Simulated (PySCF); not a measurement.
## One molecule, many functionals

C5H10S.
InChI=1S/C5H10S/c1-2-4-3-5(4)6/h4-6H,2-3H2,1H3/t4-,5+/m1/s1

Linear-response calculations in the def2-SVPD basis (PySCF; singlets by full response, triplets Tamm–Dancoff, core orbitals frozen in the response; HF means time-dependent Hartree–Fock). 'Strongest' is the level of largest summed f among the singlets computed (10 roots, of which the last may lack a degenerate partner); it can jump between rows when another state enters that window. S1 is the lowest singlet of each run and needn't be the same state throughout; f(S1) is that of one state. Geometry: PBE0-D3(BJ)/def2-SVP, one conformer, isolated molecule.

```tsv
functional	kind	S1 (eV)	f(S1)	strongest (eV)	T1 (eV)	HOMO (eV)	gap (eV)	ionisation energy, ΔSCF (eV)
LDA	LDA	5.26	0.012	6.91	4.99	-5.64	5.14	8.70
B3LYP	global hybrid, 20% exact exchange	5.49	0.008	7.34	5.11	-6.52	6.67	8.83
PBE0	global hybrid, 25% exact exchange	5.64	0.005	7.59	5.19	-6.75	7.18	8.84
BHandHLYP	global hybrid, 50% exact exchange	5.78	0.004	8.07	5.33	-7.84	8.83	8.89
CAM-B3LYP	range-separated hybrid	5.64	0.005	7.89	5.22	-8.09	9.22	9.00
wB97X-D	range-separated hybrid	5.75	0.002	8.13	5.37	-8.61	10.69	8.99
LC-wPBE	range-separated hybrid	5.89	0.001	8.35	5.37	-9.47	11.66	9.13
HF	Hartree–Fock	6.12	0.002	8.97	5.51	-9.54	11.98	not settled
```

What does PBE (GGA) give?

S1 (eV) 5.27, f(S1) 0.013, strongest (eV) 6.88, T1 (eV) 4.93, HOMO (eV) -5.54, gap (eV) 5.17, ionisation energy, ΔSCF (eV) 8.56. S1 runs from 5.26 eV (LDA) to 6.12 eV (HF), a spread of 0.86 eV, while the orbital gap spreads over 6.8 eV. Along PBE (0%), B3LYP (20%), PBE0 (25%), BHandHLYP (50%), HF (100%) S1 rises with the share of exact exchange. −ε(HOMO) comes closest to its own ΔSCF ionisation energy with LC-wPBE (+0.34 eV) and misses most with LDA (-3.06 eV). 'Not settled' means that the ion's SCF failed to converge or may have ended in another state than the lowest.
